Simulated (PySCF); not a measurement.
# Working out the ionisation energy of N

N [He] 2s2 2p3 (4S) → N⁺ [He] 2s2 2p2 (3P). All numbers are calculated (PySCF 2.14, the non-relativistic Hamiltonian (point nucleus), in aug-cc-pVDZ). Frozen: 1s2. Energies in hartree (1 hartree = 27.21139 eV):

```
            part   N (lower)  N⁺ (upper)
             UHF  -54.393183  -53.881265
CCSD correlation   -0.092524   -0.077235
             (T)   -0.001274   -0.000872
```

**Question.** What does Hartree-Fock give?

**Answer.** (-53.881265) − (-54.393183) = 0.511918 hartree = 13.930 eV.

**Question.** What do CCSD and CCSD(T) give?

**Answer.** The CCSD correlation energies differ by 0.015289 hartree = 0.416 eV and the triples by 0.000402 hartree = 0.011 eV, so CCSD gives 14.346 eV and CCSD(T) 14.357 eV.

Measured between the centres of the two terms (NIST): 14.545 eV, so CCSD(T) (valence) is off by -0.188 eV.

A double-zeta basis recovers only part of the correlation energy.

What remains against the reference includes basis incompleteness, the frozen core and higher excitations.
